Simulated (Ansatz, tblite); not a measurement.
Removing an electron: SiH2MeCl (CH₅ClSi). Total charge 0; singlet. Geometry: r2SCAN-D4/def2-TZVP. Ansatz, gas phase; energy differences of separate SCF runs; the oxidised species was run as a doublet alone.

| atom | x (Å) | y (Å) | z (Å) |
| --- | --- | --- | --- |
| Si1 | -0.686 | -0.051 | 0.506 |
| H2 | -0.840 | -1.366 | 1.173 |
| H3 | -1.956 | 0.309 | -0.169 |
| C4 | 0.739 | -0.058 | -0.686 |
| H5 | 0.574 | -0.808 | -1.464 |
| H6 | 1.674 | -0.295 | -0.174 |
| H7 | 0.849 | 0.916 | -1.168 |
| Cl8 | -0.353 | 1.353 | 1.982 |

The xTB rows come from tblite.

```json
{"level": "GFN1-xTB", "−HOMO (eV)": "12.07", "vertical IE (eV)": "14.95", "−LUMO (eV)": "4.98", "HOMO–LUMO gap (eV)": "7.09"}
{"level": "PBE0-D4/def2-TZVP", "−HOMO (eV)": "8.75", "vertical IE (eV)": "10.96", "−LUMO (eV)": "-0.46", "HOMO–LUMO gap (eV)": "9.21"}
```

Q: Estimate the rows for GFN2-xTB, r2SCAN-D4/def2-TZVP.

A: 
```tsv
level	−HOMO (eV)	vertical IE (eV)	−LUMO (eV)	HOMO–LUMO gap (eV)
GFN2-xTB	11.29	14.24	5.27	6.02
r2SCAN-D4/def2-TZVP	7.74	10.79	-0.01	7.74
```

Run but left out: PBE-D4/def2-TZVP (charge +1 doublet: an occupied level 0.07 eV above an empty one).  Raw xTB energy differences between charge states are shifted by several eV; the methods need an empirical correction for them.
